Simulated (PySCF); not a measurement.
Al2H, quartet in 6-31G: errors against full CI

Geometry: a point of a stretch scan, not a stationary point.

```xyz
3

Al    0.0000    0.0000    0.5439
Al    0.0000    0.0000   -2.6711
H     0.0000    0.0000    2.1272
```

Basis 6-31G; PySCF 2.14.0. Correlated methods freeze the noble-gas cores, which leaves 7 electrons in 18 orbitals. R marks a restricted (for open shells ROHF) determinant, U an unrestricted one.

Full CI is exact within this basis and frozen core; it isn't the basis-set limit. The frozen core follows each run's orbitals, which can shift R against U totals by a few meV.

```
UHF ⟨S²⟩                            : 3.801
⟨S²⟩ of the determinant under UCCSD : 3.791
T1 diagnostic (ROHF- or RHF-based CCSD)               : 0.0544
largest doubles amplitude (ROHF- or RHF-based CCSD)   : 0.227
```

```
   level  E − E(RHF) (eV)
    RMP2          -1.4830
   RCCSD          -2.3139
RCCSD(T)          -2.3963
```

Estimate how far full CI in 6-31G lies from RCCSD(T). The table doesn't fix it; the size of (T) and the diagnostics are the guide.

Full CI in 6-31G lies 56 meV below RCCSD(T), which is 68 % of the (T) step (-82 meV). T1 is raised, a doubles amplitude is large, and the rest is a large part of (T). The miss exceeds 1 kcal/mol.

The other levels:

| level | E − E(full CI) (meV) | share of correlation (%) | wall time |
| --- | --- | --- | --- |
| RCCSDT | 16 | 99.36 | 5.6 s |

The correlation energy at full CI, counted from RHF, is -2.452 eV. The search over symmetries took 37 s on 1 thread of Intel Xeon, shared host; the state has 331,072 determinants.

Run but not shown, since their state, orbitals or frozen core can't be matched to the reference's or they repeat it: UHF, UMP2, UCCSD, UCCSD(T), UCCSDT.

Times are those of the correlated step on a shared host, with one SCF added for the restricted CCSD run; they ran on 1 thread of Intel Xeon.

The full-CI state has the irrep A2 of C2v, in the program's axes (one component, if the state is degenerate).

Natural occupations of full CI about the gap: 1.951 1.887 1.009 0.924 0.924 0.098 0.098 0.058 0.023 0.007; effectively unpaired electrons, Σ n²(2−n)², 3.12.
